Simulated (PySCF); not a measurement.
HN₂, SMILES N#[NH+], charge +1. Heavy atoms are numbered as in [N:1]#[NH+:2]. Hydrogens are named by the atom that carries them.

Geometry optimised at PBE0-D3(BJ)/def2-TZVPD. The isomer is the one that the SMILES or the coordinates give; other isomers of the formula were not compared.

Method: CAM-B3LYP/def2-TZVPD in PySCF.

Mulliken values depend strongly on the basis, most of all with diffuse functions as here. ESP charges are fitted to the potential on shells at 1.4 to 2.0 van der Waals radii. Atomic charges (e), one atom of each kind:

| atom | Mulliken | ESP fit | meta-Löwdin |
|---|---|---|---|
| N1 | 0.10 | 0.27 | 0.35 |
| N2 (NH) | 0.45 | 0.24 | 0.23 |
| H on N2 | 0.46 | 0.49 | 0.42 |
